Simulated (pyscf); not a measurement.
Thermochemistry of product channels of Cl–GeH: [singlet] + ammonia (NH₃) on the singlet surface, in kcal/mol, from ωB97M-D3(BJ)/def2-TZVP energies (ideal gas, 1 atm, RRHO with modes under 100 cm⁻¹ raised to 100, one conformer, R ln 2 for rigid chiral ones). Single points on ωB97X-D3(BJ)/def2-SVP structures (PySCF, gas phase).

```json
[
 {"products": "HN=GeH–Cl + hydrogen (H₂)", "ΔE": "+35.0", "ΔH(298 K)": "+29.8", "ΔG(298 K)": "+32.2", "ΔG(1200 K)": "+36.1"},
 {"products": "H₂N–GeH₂–Cl", "ΔE": "-28.3", "ΔH(298 K)": "-28.2", "ΔG(298 K)": "-17.5", "ΔG(1200 K)": "+12.9"}
]
```

The channel to H₂N–GeH₂–Cl turns unfavourable between 298 and 1200 K (ΔG from -17.5 kcal/mol to +12.9 kcal/mol).

These are energies of the channels, which say nothing of barriers. HN=GeH–Cl lies 52.3 kcal/mol over its isomer H₂N–Ge:–Cl [singlet], and others may lie lower still (electronic energy, ωB97M-D3(BJ)). Elements up to Kr have no core potential and no relativistic terms here.
